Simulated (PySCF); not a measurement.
## SiC and its ions

ROHF-CCSD(T); PySCF, no relativity, basis sets Si def2-TZVPPD, C def2-TZVPPD. Neutral (ROHF): triplet (σ ↑, π ↑), Re = 1.731 Å, ωe = 955 cm⁻¹, De = 4.19 eV.

SiC⁺ (UHF): quartet (σ ↑, π ↑↑), Re = 1.820 Å, ωe = 840 cm⁻¹, De = 3.48 eV to Si⁺ + C. The energies at the minima are -326.86301 hartree for SiC and -326.53897 for SiC⁺.

**Question.** Work out the adiabatic ionisation energy, without and with harmonic zero-point energies (1 hartree = 27.2114 eV, 1 eV = 8065.5 cm⁻¹), and the change of the bond length.

**Answer.** At CCSD(T): 0.32404 hartree = 8.818 eV between the minima; the zero-point term (840.0 − 955.0)/2 cm⁻¹ = -0.007 eV makes it 8.810 eV. Re changes by +8.9 pm against the neutral. The electron leaves a π orbital, and the longer bond of the ion fits a bonding orbital, or a change in how ionic the bond is.

Correlated steps freeze 6 core orbitals. UHF and ROHF references stand side by side, which adds small steps between rows. For an ion De counts to the pair picked by the measured ionisation energies or electron affinities, which need not be the lowest pair at this level. The CCSD T1 diagnostic is raised in SiC, SiC⁺, a sign that a single reference may not be enough there. States were picked by a PBE0 search and need not be the measured ground states.

Neutral and ion stand on different kinds of reference determinant, which adds to the error of the difference.
